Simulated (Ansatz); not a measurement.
**OF+ (triplet): wave-function methods side by side, def2-TZVPP**

The task here is to estimate one member of a computed series from the others.

The runs use Ansatz 0.2.0, Gaussian basis; def2-TZVPP, core rule «outside noble gas», up to 2 orbitals frozen.

The runs, in order: UHF; ROHF; CCSD(T) on UHF.

2 further runs of the same task are left out: 2 set aside as unsound or not needed.

## The geometry

The geometry is a PBE0/def2-TZVP stationary point (not a proven minimum) of the parent state, kept for this charge and spin.

2 atoms, charge 1, spin multiplicity 3.

Atoms are counted from 1 here; the program's logs count them from 0.

Bond lengths: O1–F2 1.208 Å.

The first run:

in.yaml

```yaml
crystal:
  periodic: [false, false, false]
  atoms:
    - {symbol: O, position_ang: [0.000000, 0.000000, 0.000000]}
    - {symbol: F, position_ang: [0.000000, 0.000000, 1.208300]}
basis:
  gaussian: {orbitals: def2-TZVPP}
total_charge: 1
magnetization: {spin_polarized: true, initial_magnetization: 2}
hamiltonian: {xc: hf}
output: {orbitals: {seedname: orbitals}}
```

Started as:

```bash
> ansatz run in.yaml --threads 1 --pin off --events-out ev --progress --plain --max-ram 4096MiB --backend cpu
```

Among the steps run: UHF; ROHF; CCSD(T) on UHF.

One table of the session follows, with a row left open; its other results are not shown here.

It belongs to the step «Misses and costs». 

```
  method  from UCCSD(T) (meV)
    ROHF                    ?
     UHF             +12139.1
    UMP2               +938.9
   UCCSD               +442.3
UCCSD(T)                    0
```

Estimate the missing values for ROHF.

As computed: from UCCSD(T) (meV): +12514.0. In the column «from UCCSD(T) (meV)» it is the highest.
